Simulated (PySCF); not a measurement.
Molecule: 1-Buten-3-yne (C#CC=C, C4H4).

Mapped SMILES: `[CH:1]#[C:2][CH:3]=[CH2:4]`. Each H is labelled by its parent atom. Ha(C4) is cis to C2; Hb(C4) is trans to C2.

Spin–spin couplings on one PBE0-D3(BJ)/def2-SVP geometry, PySCF 2.14.0 with density-fitted response routines, gas phase, non-relativistic, equivalent pairs averaged; isotopes ¹³C, ¹H; basis pcJ-1.

Reference values (Hz): ¹J(C1,H(C1)) = 251.7 (measured; liquid or solution (compiled); San Fabian, Garcia de la Vega, Suardiaz et al., Magn. Reson. Chem. 2013, 51, 775 (SI)).

How do the couplings (Hz) change with the functional? Times are CPU seconds on shared hosts with different chips, so compare them loosely.

Results:


```tsv
functional	functions	¹J(C1,H(C1))	abs. error	core-s
LDA	148	219.5	32.2	4.1
PBE	148	254.6	2.9	7.3
KT2	148	280.9	29.2	7.2
B3LYP	148	276.1	24.4	12
PBE0	148	261.9	10.2	7.4
B97-2	148	251.7	0.0	7.4
BHandHLYP	148	295.7	44.0	7.9
CAM-B3LYP	148	271.8	20.1	9.2
```

Errors compare magnitudes, without vibrational corrections. Closest: B97-2; furthest: BHandHLYP. Left out for a near triplet instability: HF/pcJ-1.
